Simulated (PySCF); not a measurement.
Which determinant of SiP lies lowest?

Unrestricted PBE0; PySCF, no relativity, basis sets Si def2-TZVPPD, P def2-TZVPPD. Outer shells of the fragments: Si 3s2 3p2; P 3s2 3p3.

Followed along the bond (rough minima from three points):

```
2Ms+1     unpaired  ⟨S²⟩ at the start  R at minimum (Å)  Te (eV)
    2          π ↑               0.76              2.07     0.00
    2          σ ↑               0.77              1.98     0.16
    4        π ↑↑↑               3.77  none in the scan   ≤ 1.74
    6  σ ↑, π ↑↑↑↑               8.75  none in the scan   ≤ 3.25
```

Solutions found at the starting distance of 2.180 Å, counted from the lowest of them; the search is not exhaustive and high or unbound solutions are not listed, so other states can lie among these:

```tsv
2Ms+1	unpaired	term	E (eV)	⟨S²⟩	⟨Lz²⟩	μ (D)
2	π ↑	²Π	0.00	0.76	1.01	-1.19
2	σ ↑	²Σ⁺	0.46	0.77	0.00	-1.71
4	π ↑↑↑	⁴Π	1.77	3.77	1.01	0.42
4	σ ↑, π ↑↑	mixed	1.92	3.76	2.02	-0.72
2	π ↑↑↓	mixed	2.12	1.77	3.04	0.43
2	σ ↓, π ↑↑	mixed	2.36	1.78	2.02	-0.59
```

A term symbol is given only where ⟨S²⟩ and ⟨Lz²⟩ are close to those of a pure state; real π, δ and φ orbitals otherwise mix terms. A positive dipole means Si(−)P(+).

Question: Compare the gap between the two lowest followed solutions at the starting distance with the gap between their minima.

Answer: At PBE0 the second solution (doublet, unpaired electrons σ ↑) lies +0.46 eV from the first (doublet, unpaired electrons π ↑) at 2.180 Å and +0.16 eV at the minima; the two curves relax by different amounts, since their minima lie near 1.98 and 2.07 Å.

Counting both spins, an empty level lies below a filled one in some of these solutions, because spin and occupation are held.
